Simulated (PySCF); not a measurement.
**Broadened absorption spectrum of CClF3**

Species: CClF3.
SMILES: `FC(F)(F)Cl`

Method: PySCF 2.14.0, density-fitted response routines, TDDFT B3LYP/def2-SVPD, vertical, gas phase, core orbitals frozen in the response. Isolated species at its GFN2-xTB geometry, gas phase.

Computed states:

```tsv
state	E (eV)	f
S1	7.71	0.0004
S2	7.71	0.0004
S3	9.51	0.074
S4	9.51	0.074
S5	10.28	0.0000
S6	10.36	0.123
S7	10.47	0.017
S8	10.47	0.017
```

Each state is given a Gaussian of 0.4 eV full width at half maximum, with ε(max) = 2.175×10⁸ f / Δν̃ (Δν̃ the width in cm⁻¹). The width is an assumption, not a result. The curve ends short of the highest state used, and states not computed would add to its high-energy end.

(1) What does the envelope look like, and where are its maxima?

(2) Coming from long wavelengths, where does ε first pass 100 L mol⁻¹ cm⁻¹?

Answers

(1) 
E (eV), ε (L mol⁻¹ cm⁻¹) and a bar:
```
     7.11          0 
     7.20          1 
     7.30          3 
     7.39         10 
     7.49         27 
     7.59         48 
     7.68         60 
     7.78         56 
     7.87         39 
     7.97         19 
     8.06          7 
     8.16          2 
     8.25          0 
     8.35          0 
     8.44          0 
     8.54          0 
     8.63          0 
     8.73          0 
     8.83          3 
     8.92         25 
     9.02        159 
     9.11        636 ##
     9.21       2128 ######
     9.30       4695 ##############
     9.40       8134 #########################
     9.49       9919 ##############################
     9.59       8897 ###########################
     9.68       6001 ##################
     9.78       2810 ########
     9.87       1175 ####
```

Maxima: 161 nm (7.71 eV), ε about 61, made up of S1 (50%) and S2 (50%); 130 nm (9.51 eV), ε about 10000, made up of S3 (50%) and S4 (50%) (ε in L mol⁻¹ cm⁻¹; maxima over ε = 5, shares over 10%).

(2) At about 138 nm (8.99 eV), 1.29 eV above S1.
